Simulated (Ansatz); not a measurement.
# Molecular dynamics, step by step

CH3B (SMILES B=C), singlet, revPBE-D4/def2-SVPD (Ansatz 0.2.0). Settings (timestep in fs, temperature in K; T counts 9 degrees of freedom):

```yaml
hamiltonian: {xc: {name: revPBE}, dispersion: d4}
md: {n_steps: 40, timestep: 0.5, temperature: 300, ensemble: nve, seed: 522, initial_velocities: maxwell_boltzmann}
```

Start (the SMILES describes the start alone):

```
5
angstrom
B 0.1134 -0.8108 0.2006
C -0.0748 0.5139 -0.1309
H 0.2722 -1.9119 0.4783
H -0.6970 0.8688 -0.9383
H 0.3863 1.3400 0.3903
```

```tsv
step	time (fs)	potential energy less the start (meV)	kinetic energy (meV)	T (K)
0	0.00	0.0	116.3	300
2	1.00	1.5	114.8	296
4	2.00	-4.6	120.5	311
6	3.00	0.0	115.8	299
8	4.00	21.6	94.5	244
10	5.00	47.6	68.7	177
12	6.00	62.3	54.1	139
14	7.00	61.8	54.4	140
16	8.00	54.0	62.1	160
18	9.00	45.9	70.2	181
20	10.00	36.9	79.2	204
22	11.00	26.5	89.6	231
24	12.00	20.1	95.9	247
26	13.00	19.7	96.3	248
28	14.00	19.6	96.6	249
30	15.00	17.1	99.0	255
32	16.00	17.0	98.9	255
34	17.00	24.7	91.2	235
36	18.00	41.8	74.2	191
38	19.00	64.5	51.7	133
40	20.00	80.4	36.0	93
```

Step 4, positions (Å) and forces (eV/Å):

```tsv
atom	x	y	z	Fx	Fy	Fz
B1	0.116	-0.820	0.200	-0.148	0.964	-0.215
C2	-0.074	0.514	-0.135	-0.199	0.703	-0.158
H3	0.267	-1.917	0.516	0.161	-1.050	0.247
H4	-0.715	0.934	-0.931	-0.041	-0.397	-0.101
H5	0.370	1.371	0.401	0.226	-0.219	0.227
```

Step 28, positions (Å) and forces (eV/Å):

```csv
atom,x,y,z,Fx,Fy,Fz
B1,0.122,-0.827,0.196,-0.365,1.873,-0.446
C2,-0.079,0.529,-0.153,-0.147,-0.604,0.274
H3,0.262,-1.893,0.620,0.202,-1.007,0.224
H4,-0.770,0.937,-0.934,0.561,-0.128,0.458
H5,0.423,1.248,0.550,-0.251,-0.134,-0.510
```

Step 30, positions (Å) and forces (eV/Å):

| atom | x | y | z | Fx | Fy | Fz |
| --- | --- | --- | --- | --- | --- | --- |
| B1 | 0.121 | -0.819 | 0.194 | -0.227 | 0.890 | -0.142 |
| C2 | -0.079 | 0.524 | -0.152 | -0.231 | 0.032 | 0.113 |
| H3 | 0.267 | -1.899 | 0.622 | 0.148 | -0.597 | 0.070 |
| H4 | -0.772 | 0.925 | -0.944 | 0.709 | -0.119 | 0.649 |
| H5 | 0.437 | 1.233 | 0.563 | -0.399 | -0.206 | -0.690 |

Last step (40):

```
5
angstrom
B 0.1150 -0.7870 0.1901
C -0.0832 0.5085 -0.1464
H 0.2963 -1.9255 0.6128
H -0.7106 0.8774 -0.9290
H 0.4570 1.1549 0.5432
```

The run took about 14 s on 2 CPU threads of an AMD EPYC 7R43 (shared host).
